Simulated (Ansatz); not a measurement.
Reaction (SMILES): Cl[O] (O-Cl) → Cl atom + O atom
B3LYP-D3(BJ)/def2-TZVP geometries, fixed; electronic energies without zero-point terms.
Largest species:
```
Cl
O 1 1.5797
```
Charge 0, spin multiplicity 2.

Basis-set convergence of the atomisation energy at CCSD(T) with Ansatz (a first-principles code). Cartesian d functions, on some or all atoms, in 6-311+G**; all else is spherical. Cores are frozen. Open shells are unrestricted. No added dispersion term, no relativity. Functions are those of the species that has most. Reference: Hartree-Fock in aug-cc-pV(Q+d)Z plus the correlation part extrapolated as X^-3 from aug-cc-pV(T+d)Z and aug-cc-pV(Q+d)Z, 64.14 kcal/mol, itself unsure by roughly 0.68 kcal/mol (a third of the extrapolation step and of the last Hartree-Fock step). Deviations are taken from unrounded values.

| basis | functions | atomisation energy (kcal/mol) | minus reference (kcal/mol) |
|---|---|---|---|
| 3-21G | 22 | 11.52 | -52.63 |
| pcseg-0 | 22 | 6.86 | -57.29 |
| pcseg-1 | 32 | 41.36 | -22.79 |
| cc-pV(D+d)Z | 37 | 43.24 | -20.90 |
| aug-pcseg-1 | 50 | 47.72 | -16.42 |
| def2-SVPD | 50 | 46.33 | -17.81 |
| 6-311+G** | 53 | 45.05 | -19.10 |
| def2-TZVP | 68 | 57.54 | -6.60 |
| cc-pV(T+d)Z | 69 | 57.09 | -7.06 |
| def2-TZVPP | 73 | 57.70 | -6.45 |
| jun-cc-pV(T+d)Z | 87 | 58.88 | -5.26 |
| aug-pcseg-2 | 96 | 59.65 | -4.49 |
| aug-cc-pV(T+d)Z | 101 | 59.96 | -4.19 |
| pcseg-3 | 124 | 62.25 | -1.89 |
| def2-QZVPP | 127 | 61.32 | -2.83 |
| aug-cc-pV(Q+d)Z | 169 | 62.57 | -1.57 |
| aug-pcseg-3 | 174 | 62.57 | -1.57 |
| cc-pV(5+d)Z | 191 | 62.96 | -1.18 |
